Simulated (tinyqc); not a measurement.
RHF in the sto-3g basis, for H2O, spin multiplicity 1, step by step. Computed by tinyqc, a small Python program that keeps every step (integrals from PySCF). Settings: charge = 0, multiplicity = 1, basis = sto-3g, energy threshold = 1e-10, iteration cap = 55, orthogonalisation = symmetric, start = highest core orbitals, DIIS depth = 6, DIIS from iteration = 2, method = RHF. Command: `OMP_NUM_THREADS=1 python tinyqc.py 26806 26807 out.jsonl` (the two numbers bound the seeds that draw the settings). One thread of a shared host (Intel(R) Xeon(R) Processor @ 2.60GHz), about 0.08 s of CPU time with the checks. Later iterations appear only in the table of the cycle.

## One-electron integrals

Geometry (angstrom):
```
atom        x         y        z
O     0.00000   0.00000  0.00000
H     0.00000   0.78400  0.49000
H     0.00000  -0.81900  0.51100
```

Basis sto-3g: exponents (1/bohr^2) and contraction coefficients of normalised primitives:
```
element  l (shell)   exponent  coefficient
O            s (1)  130.70932      0.15433
O            s (1)   23.80886      0.53533
O            s (1)    6.44361      0.44463
O            s (2)    5.03315     -0.09997
O            s (2)    1.16960      0.39951
O            s (2)    0.38039      0.70012
O            p (3)    5.03315      0.15592
O            p (3)    1.16960      0.60768
O            p (3)    0.38039      0.39196
H            s (1)    3.42525      0.15433
H            s (1)    0.62391      0.53533
H            s (1)    0.16886      0.44463
```

Overlap, kinetic and nuclear-attraction integrals over the contracted functions; the nuclear repulsion is the sum of Za Zb / Rab.

nuclear repulsion = 9.2944967 hartree

overlap S, lower triangle:
```
          1O 1s    1O 2s   1O 2px    1O 2py   1O 2pz    2H 1s    3H 1s
1O 1s   1.00000
1O 2s   0.23670  1.00000
1O 2px  0.00000  0.00000  1.00000
1O 2py  0.00000  0.00000  0.00000   1.00000
1O 2pz  0.00000  0.00000  0.00000   0.00000  1.00000
2H 1s   0.05832  0.49648  0.00000   0.34306  0.21441  1.00000
3H 1s   0.05294  0.46948  0.00000  -0.33139  0.20677  0.22106  1.00000
```

kinetic energy T (hartree), lower triangle:
```
           1O 1s    1O 2s   1O 2px    1O 2py   1O 2pz    2H 1s    3H 1s
1O 1s   29.00320
1O 2s   -0.16801  0.80813
1O 2px   0.00000  0.00000  2.52873
1O 2py   0.00000  0.00000  0.00000   2.52873
1O 2pz   0.00000  0.00000  0.00000   0.00000  2.52873
2H 1s    0.00002  0.14491  0.00000   0.26291  0.16432  0.76003
3H 1s   -0.00307  0.12473  0.00000  -0.23590  0.14718  0.00225  0.76003
```

nuclear attraction V (hartree), lower triangle:
```
            1O 1s      1O 2s    1O 2px     1O 2py     1O 2pz     2H 1s     3H 1s
1O 1s   -61.73901
1O 2s    -7.44832  -10.15628
1O 2px    0.00000    0.00000  -9.99725
1O 2py   -0.00116   -0.01104   0.00000  -10.18252
1O 2pz   -0.01690   -0.19770   0.00000   -0.00554  -10.06950
2H 1s    -1.89066   -4.08383   0.00000   -2.52365   -1.63719  -5.94560
3H 1s    -1.71361   -3.81067   0.00000    2.39310   -1.55184  -1.45589  -5.78684
```

core Hamiltonian H = T + V (hartree), lower triangle:
```
            1O 1s     1O 2s    1O 2px    1O 2py    1O 2pz     2H 1s     3H 1s
1O 1s   -32.73581
1O 2s    -7.61633  -9.34815
1O 2px    0.00000   0.00000  -7.46852
1O 2py   -0.00116  -0.01104   0.00000  -7.65378
1O 2pz   -0.01690  -0.19770   0.00000  -0.00554  -7.54077
2H 1s    -1.89064  -3.93892   0.00000  -2.26074  -1.47287  -5.18557
3H 1s    -1.71668  -3.68593   0.00000   2.15721  -1.40465  -1.45364  -5.02681
```

## Two-electron integrals

Functions are numbered as in S; the eight-fold symmetry (ij|kl) = (ji|kl) = (kl|ij) leaves the list below.

Two-electron integrals (ij|kl) in chemists' order, unique and non-zero (hartree):
```
(11|11) 4.78507     (21|11) 0.74138     (21|21) 0.13687     (22|11) 1.11895
(22|21) 0.25663     (22|22) 0.81721     (31|31) 0.02448     (32|31) 0.03781
(32|32) 0.18052     (33|11) 1.11581     (33|21) 0.25668     (33|22) 0.81702
(33|33) 0.88016     (41|41) 0.02448     (42|41) 0.03781     (42|42) 0.18052
(43|43) 0.04744     (44|11) 1.11581     (44|21) 0.25668     (44|22) 0.81702
(44|33) 0.78527     (44|44) 0.88016     (51|51) 0.02448     (52|51) 0.03781
(52|52) 0.18052     (53|53) 0.04744     (54|54) 0.04744     (55|11) 1.11581
(55|21) 0.25668     (55|22) 0.81702     (55|33) 0.78527     (55|44) 0.78527
(55|55) 0.88016     (61|11) 0.18579     (61|21) 0.03399     (61|22) 0.06322
(61|33) 0.06311     (61|41) 0.00132     (61|42) 0.00246     (61|44) 0.06337
(61|51) 0.00082     (61|52) 0.00154     (61|54) 0.00016     (61|55) 0.06321
(61|61) 0.00855     (62|11) 0.42685     (62|21) 0.09902     (62|22) 0.34616
(62|33) 0.34050     (62|41) 0.00625     (62|42) 0.04665     (62|44) 0.35248
(62|51) 0.00391     (62|52) 0.02915     (62|54) 0.00749     (62|55) 0.34518
(62|61) 0.02501     (62|62) 0.17760     (63|31) 0.01066     (63|32) 0.06095
(63|43) 0.00983     (63|53) 0.00614     (63|63) 0.02611     (64|11) 0.25137
(64|21) 0.05910     (64|22) 0.22071     (64|33) 0.21057     (64|41) 0.01396
(64|42) 0.08937     (64|44) 0.23780     (64|51) 0.00206     (64|52) 0.01776
(64|54) 0.01087     (64|55) 0.21353     (64|61) 0.01563     (64|62) 0.13756
(64|64) 0.13151     (65|11) 0.15710     (65|21) 0.03694     (65|22) 0.13795
(65|33) 0.13161     (65|41) 0.00206     (65|42) 0.01776     (65|44) 0.13634
(65|51) 0.01195     (65|52) 0.07205     (65|54) 0.01279     (65|55) 0.14574
(65|61) 0.00977     (65|62) 0.08597     (65|64) 0.06587     (65|65) 0.06728
(66|11) 0.54784     (66|21) 0.12914     (66|22) 0.51516     (66|33) 0.49415
(66|41) 0.01111     (66|42) 0.11197     (66|44) 0.53904     (66|51) 0.00694
(66|52) 0.06998     (66|54) 0.02805     (66|55) 0.51169     (66|61) 0.03296
(66|62) 0.32432     (66|64) 0.28713     (66|65) 0.17946     (66|66) 0.77461
(71|11) 0.16847     (71|21) 0.03083     (71|22) 0.05739     (71|33) 0.05728
(71|41) -0.00120    (71|42) -0.00225    (71|44) 0.05752     (71|51) 0.00075
(71|52) 0.00140     (71|54) -0.00015    (71|55) 0.05737     (71|61) 0.00762
(71|62) 0.02190     (71|64) 0.01245     (71|65) 0.00856     (71|66) 0.02844
(71|71) 0.00703     (72|11) 0.39801     (72|21) 0.09238     (72|22) 0.32430
(72|33) 0.31889     (72|41) -0.00586    (72|42) -0.04426    (72|44) 0.33035
(72|51) 0.00366     (72|52) 0.02761     (72|54) -0.00715    (72|55) 0.32335
(72|61) 0.02251     (72|62) 0.13403     (72|64) 0.07131     (72|65) 0.06312
(72|66) 0.20099     (72|71) 0.02119     (72|72) 0.15755     (73|31) 0.00981
(73|32) 0.05658     (73|43) -0.00926    (73|53) 0.00578     (73|63) 0.01885
(73|73) 0.02281     (74|11) -0.23884    (74|21) -0.05617    (74|22) -0.21060
(74|33) -0.20098    (74|41) 0.01294     (74|42) 0.08390     (74|44) -0.22677
(74|51) -0.00196    (74|52) -0.01705    (74|54) 0.01031     (74|55) -0.20381
(74|61) -0.01306    (74|62) -0.07325    (74|64) -0.02063    (74|65) -0.03368
(74|66) -0.09720    (74|71) -0.01347    (74|72) -0.12427    (74|74) 0.11974
(75|11) 0.14902     (75|21) 0.03504     (75|22) 0.13140     (75|33) 0.12540
(75|41) -0.00196    (75|42) -0.01705    (75|44) 0.12993     (75|51) 0.01103
(75|52) 0.06721     (75|54) -0.01209    (75|55) 0.13872     (75|61) 0.00893
(75|62) 0.06384     (75|64) 0.03321     (75|65) 0.04845     (75|66) 0.10484
(75|71) 0.00840     (75|72) 0.07754     (75|74) -0.06047    (75|75) 0.06054
(76|11) 0.14667     (76|21) 0.03428     (76|22) 0.12850     (76|33) 0.12592
(76|41) -3.48e-05   (76|42) -0.00039    (76|44) 0.12888     (76|51) 0.00221
(76|52) 0.01911     (76|54) -0.00009    (76|55) 0.13056     (76|61) 0.00854
(76|62) 0.06330     (76|64) 0.04213     (76|65) 0.03451     (76|66) 0.11514
(76|71) 0.00776     (76|72) 0.06005     (76|74) -0.04114    (76|75) 0.03318
(76|76) 0.02713     (77|11) 0.52815     (77|21) 0.12458     (77|22) 0.50036
(77|33) 0.47999     (77|41) -0.01051    (77|42) -0.10832    (77|44) 0.52353
(77|51) 0.00656     (77|52) 0.06758     (77|54) -0.02716    (77|55) 0.49694
(77|61) 0.03023     (77|62) 0.20867     (77|64) 0.09814     (77|65) 0.10753
(77|66) 0.32548     (77|71) 0.02885     (77|72) 0.30198     (77|74) -0.27208
(77|75) 0.16976     (77|76) 0.11514     (77|77) 0.77461
```

## Orthogonalisation

S = U s U^T; symmetric (Loewdin) form X = U s^(-1/2) U^T, so that X^T S X = 1.

eigenvalues of S: 0.33361  0.40300  0.89587  1.00000  1.07915  1.37872  1.90965

X, lower triangle:
```
           1O 1s     1O 2s   1O 2px    1O 2py    1O 2pz     2H 1s    3H 1s
1O 1s    1.02429
1O 2s   -0.14439   1.26180
1O 2px   0.00000   0.00000  1.00000
1O 2py  -0.00070   0.01212  0.00000   1.13432
1O 2pz  -0.00923   0.10244  0.00000   0.00439   1.04375
2H 1s    0.02310  -0.32496  0.00000  -0.25965  -0.13779   1.23311
3H 1s    0.02202  -0.29206  0.00000   0.24363  -0.12666  -0.08112  1.20375
```

## Starting guess

The start is the highest orbitals of the core Hamiltonian (a deliberately bad start); D = 2 C_occ C_occ^T.

D at the start, lower triangle:
```
           1O 1s     1O 2s   1O 2px    1O 2py    1O 2pz     2H 1s    3H 1s
1O 1s    0.02209
1O 2s   -0.14050   1.12740
1O 2px   0.00000   0.00000  2.00000
1O 2py   0.01520  -0.02197  0.00000   2.82260
1O 2pz   0.13378  -0.35895  0.00000  -0.01144   1.87225
2H 1s    0.09551  -1.16151  0.00000  -1.25853  -0.49526   3.35703
3H 1s    0.09321  -1.02567  0.00000   1.18986  -0.45030  -0.36654  3.17332
```

## Iteration 1: building the Fock matrix

J_ij = sum D_kl (ij|kl), K_ij = sum D_kl (ik|jl); F = H + J - 0.5 K; E = tr D H + tr D J / 2 - 0.25 tr D K + E_nn.

Coulomb J (hartree), lower triangle:
```
           1O 1s     1O 2s   1O 2px    1O 2py   1O 2pz    2H 1s    3H 1s
1O 1s    8.80458
1O 2s    2.03159   6.80847
1O 2px   0.00000   0.00000  6.73640
1O 2py  -0.00404  -0.01937  0.00000   6.91120
1O 2pz  -0.02599  -0.02508  0.00000  -0.00037  6.77336
2H 1s    0.49925   3.03477  0.00000   2.02262  1.25638  5.13933
3H 1s    0.45369   2.86227  0.00000  -1.95713  1.20671  1.18229  5.08652
```

exchange K (hartree), lower triangle:
```
           1O 1s     1O 2s   1O 2px    1O 2py   1O 2pz    2H 1s    3H 1s
1O 1s    0.17799
1O 2s    0.23365   1.34895
1O 2px   0.00000   0.00000  2.01087
1O 2py  -0.00265  -0.06277  0.00000   2.16516
1O 2pz  -0.02646  -0.62330  0.00000  -0.01963  1.82142
2H 1s    0.06344   0.60169  0.00000   0.64139  0.15205  1.57201
3H 1s    0.05945   0.59496  0.00000  -0.66676  0.16233  0.22390  1.60475
```

Fock matrix F (hartree), lower triangle:
```
            1O 1s     1O 2s    1O 2px    1O 2py    1O 2pz     2H 1s     3H 1s
1O 1s   -24.02022
1O 2s    -5.70156  -3.21416
1O 2px    0.00000   0.00000  -1.73755
1O 2py   -0.00388   0.00097   0.00000  -1.82516
1O 2pz   -0.02965   0.08887   0.00000   0.00391  -1.67812
2H 1s    -1.42311  -1.20500   0.00000  -0.55881  -0.29252  -0.83225
3H 1s    -1.29271  -1.12114   0.00000   0.53346  -0.27911  -0.38330  -0.74266
```

total energy of this density = -27.6142620 hartree

## Iteration 1: diagonalisation and new density

Diagonalise F' = X^T F X, C = X C', fill 5 alpha and 5 beta electrons from the bottom; D = 2 C_occ C_occ^T. Each column has its largest component positive (the first on a tie).

F' = X^T F X (hartree), lower triangle:
```
           1         2         3         4         5         6         7
1  -23.69246
2   -2.64117  -2.14987
3    0.00000   0.00000  -1.73755
4   -0.00304   0.00915   0.00000  -1.77544
5   -0.04817   0.14524   0.00000   0.00708  -1.66020
6   -0.29682  -0.39275   0.00000  -0.22684  -0.10733  -0.30274
7   -0.25587  -0.36135   0.00000   0.21631  -0.09882  -0.08663  -0.26631
```

orbital energies (hartree): MO1 -24.02028, MO2 -2.00708, MO3 -1.83561, MO4 -1.73755, MO5 -1.65114, MO6 -0.19657, MO7 -0.13633

coefficients C:
```
            MO1       MO2       MO3      MO4       MO5       MO6       MO7
1O 1s   0.99988  -0.23981   0.00032  0.00000  -0.07444   0.09062   0.00990
1O 2s   0.00029   1.03491  -0.00096  0.00000   0.32770  -0.79425  -0.07260
1O 2px  0.00000   0.00000   0.00000  1.00000   0.00000   0.00000   0.00000
1O 2py  0.00021  -0.00525   1.04668  0.00000   0.02690  -0.10154   0.55409
1O 2pz  0.00113  -0.26031  -0.02700  0.00000   0.97620  -0.33552  -0.03196
2H 1s   0.00041  -0.04928  -0.07282  0.00000  -0.04095   1.01160  -0.82881
3H 1s   0.00053  -0.04884   0.07578  0.00000  -0.04132   0.71350   1.04779
```

D after iteration 1, lower triangle:
```
           1O 1s     1O 2s   1O 2px    1O 2py    1O 2pz     2H 1s    3H 1s
1O 1s    2.12561
1O 2s   -0.54457   2.35684
1O 2px   0.00000   0.00000  2.00000
1O 2py  -0.00041   0.00476  0.00000   2.19257
1O 2pz  -0.01826   0.10106  0.00000  -0.00126   2.04291
2H 1s    0.03051  -0.12870  0.00000  -0.15413  -0.05037   0.01882
3H 1s    0.03068  -0.12832  0.00000   0.15692  -0.05933  -0.00284  0.01967
```

## Iteration 2: building the Fock matrix

As before.

Coulomb J (hartree), lower triangle:
```
           1O 1s     1O 2s   1O 2px    1O 2py   1O 2pz    2H 1s    3H 1s
1O 1s   18.60211
1O 2s    3.54794   8.80973
1O 2px   0.00000   0.00000  8.80391
1O 2py   0.00003   0.00005  0.00000   8.80037
1O 2pz   0.00138  -0.00283  0.00000  -0.00018  8.80148
2H 1s    0.88047   3.63148  0.00000   2.27073  1.41767  5.20788
3H 1s    0.79886   3.39805  0.00000  -2.16432  1.34897  1.32244  5.04825
```

exchange K (hartree), lower triangle:
```
          1O 1s    1O 2s   1O 2px    1O 2py   1O 2pz    2H 1s    3H 1s
1O 1s   9.84326
1O 2s   1.71730  2.87365
1O 2px  0.00000  0.00000  2.36221
1O 2py  0.00004  0.00023  0.00000   2.37319
1O 2pz  0.00050  0.00686  0.00000  -0.00046  2.36222
2H 1s   0.44679  1.13225  0.00000   0.57297  0.36670  0.72549
3H 1s   0.40633  1.05339  0.00000  -0.54010  0.34440  0.35112  0.63757
```

Fock matrix F (hartree), lower triangle:
```
            1O 1s     1O 2s   1O 2px    1O 2py    1O 2pz     2H 1s     3H 1s
1O 1s   -19.05532
1O 2s    -4.92704  -1.97525
1O 2px    0.00000   0.00000  0.15429
1O 2py   -0.00115  -0.01111  0.00000  -0.04000
1O 2pz   -0.01577  -0.20396  0.00000  -0.00549   0.07960
2H 1s    -1.23356  -0.87356  0.00000  -0.27650  -0.23856  -0.34044
3H 1s    -1.12098  -0.81458  0.00000   0.26294  -0.22788  -0.30676  -0.29735
```

total energy of this density = -73.8035662 hartree

## Iteration 2: diagonalisation and new density

As before.

F' = X^T F X (hartree), lower triangle:
```
           1         2        3         4         5         6        7
1  -18.67457
2   -2.65244  -0.78187
3    0.00000   0.00000  0.15429
4   -0.00056   0.00858  0.00000   0.25502
5   -0.02486  -0.02109  0.00000   0.00323   0.17733
6   -0.20986  -0.50278  0.00000  -0.42851  -0.25020   0.23054
7   -0.17587  -0.45502  0.00000   0.40464  -0.23131  -0.11113  0.20435
```

orbital energies (hartree): MO1 -19.06663, MO2 -0.86505, MO3 -0.29815, MO4 0.06718, MO5 0.15429, MO6 0.68529, MO7 0.88816

coefficients C:
```
             MO1       MO2       MO3       MO4      MO5       MO6       MO7
1O 1s    0.99315  -0.22422   0.00378   0.12120  0.00000   0.13809  -0.02669
1O 2s    0.03091   0.76925  -0.02050  -0.59639  0.00000  -0.90986   0.19462
1O 2px   0.00000   0.00000   0.00000   0.00000  1.00000   0.00000   0.00000
1O 2py   0.00036   0.01161   0.58290   0.00507  0.00000   0.16514   1.02294
1O 2pz   0.00390   0.18361  -0.00090   0.78590  0.00000  -0.68496   0.12048
2H 1s   -0.00727   0.20476   0.43640   0.25813  0.00000   0.67076  -0.98524
3H 1s   -0.00664   0.18681  -0.45495   0.26540  0.00000   0.91669   0.68125
```

D after iteration 2, lower triangle:
```
           1O 1s     1O 2s   1O 2px    1O 2py   1O 2pz     2H 1s    3H 1s
1O 1s    2.10267
1O 2s   -0.42828   1.89760
1O 2px   0.00000   0.00000  2.00000
1O 2py   0.00114  -0.01206  0.00000   0.67986
1O 2pz   0.11590  -0.65465  0.00000   0.01119  1.30274
2H 1s   -0.04039  -0.01120  0.00000   0.51612  0.48007   0.59811
3H 1s   -0.03608  -0.01091  0.00000  -0.52336  0.48652  -0.18347  0.62472
```

## Iteration 9 (converged): orbitals

converged F (hartree), lower triangle:
```
            1O 1s     1O 2s    1O 2px    1O 2py    1O 2pz     2H 1s     3H 1s
1O 1s   -20.21220
1O 2s    -5.16011  -2.43844
1O 2px    0.00000   0.00000  -0.38187
1O 2py   -0.00103  -0.01269   0.00000  -0.33863
1O 2pz   -0.02879  -0.11706   0.00000  -0.01075  -0.34481
2H 1s    -1.28929  -1.07493   0.00000  -0.42842  -0.33125  -0.61322
3H 1s    -1.17154  -1.00596   0.00000   0.41423  -0.32151  -0.36343  -0.55622
```

As before.

F' = X^T F X (hartree), lower triangle:
```
           1         2         3         4         5         6        7
1  -19.83121
2   -2.69746  -1.19329
3    0.00000   0.00000  -0.38187
4   -0.00001   0.00646   0.00000   0.01730
5   -0.05150   0.10734   0.00000  -0.00280  -0.22026
6   -0.21423  -0.56100   0.00000  -0.51464  -0.30797   0.03976
7   -0.17863  -0.51614   0.00000   0.49646  -0.29454  -0.10203  0.02788
```

orbital energies (hartree): MO1 -20.22114, MO2 -1.25988, MO3 -0.64053, MO4 -0.42575, MO5 -0.38187, MO6 0.59062, MO7 0.79688

coefficients C:
```
             MO1       MO2       MO3       MO4      MO5       MO6       MO7
1O 1s    0.99407  -0.23308   0.00602   0.09569  0.00000  -0.13815  -0.01822
1O 2s    0.02698   0.83025  -0.03269  -0.50174  0.00000   0.92287   0.14134
1O 2px   0.00000   0.00000   0.00000   0.00000  1.00000   0.00000   0.00000
1O 2py   0.00032   0.01243   0.59342  -0.00797  0.00000  -0.10508   1.02479
1O 2pz   0.00404   0.12068   0.01364   0.81609  0.00000   0.66912   0.08094
2H 1s   -0.00646   0.17035   0.43485   0.24803  0.00000  -0.73237  -0.95059
3H 1s   -0.00588   0.15414  -0.43906   0.26812  0.00000  -0.88700   0.73591
```

D after iteration 9, lower triangle:
```
           1O 1s     1O 2s   1O 2px    1O 2py   1O 2pz     2H 1s    3H 1s
1O 1s    2.10340
1O 2s   -0.42982   1.88572
1O 2px   0.00000   0.00000  2.00000
1O 2py   0.00047  -0.01014  0.00000   0.70474
1O 2pz   0.10812  -0.61923  0.00000   0.00618  1.36155
2H 1s   -0.03954   0.00519  0.00000   0.51638  0.45776   0.55935
3H 1s   -0.03753   0.01529  0.00000  -0.52154  0.46279  -0.19625  0.57691
```

## Convergence

Stop when the energy changes by less than 1e-10 hartree and every element of the error matrix X^T (F D S - S D F) X is below 3e-06.

Course of the cycle:
```
iteration  E (hartree)     change  largest element of the error matrix
1          -27.6142620          -                             3.45e-01
2          -73.8035662  -4.62e+01                             7.67e-01
3          -74.9490379  -1.15e+00                             3.68e-02
4          -74.9509718  -1.93e-03                             4.48e-03
5          -74.9510250  -5.32e-05                             1.48e-03
6          -74.9510314  -6.42e-06                             1.12e-04
7          -74.9510314  -1.71e-08                             1.96e-05
8          -74.9510314  -7.61e-10                             1.21e-06
9          -74.9510314  -1.46e-12                             1.28e-07
```

PySCF RHF in the same basis = -74.9510314 hartree

Converged in 9 iterations.

## Populations, bond orders and dipole

Mulliken: Z minus the diagonal of D S on the atom; Loewdin: the same with S^(1/2) D S^(1/2); Mayer order: 2 sum_s sum (D(s) S)_ij (D(s) S)_ji over the two atoms.

Charges (e):
```
atom  Mulliken   Loewdin
1O    -0.40122  -0.27823
2H     0.20847   0.14235
3H     0.19275   0.13589
```

Mayer bond orders:
```
pair    order
2-1   0.93527
3-1   0.94158
3-2   0.02127
```

dipole moment about the origin, x y z (debye): 0.00000  0.01117  1.65657
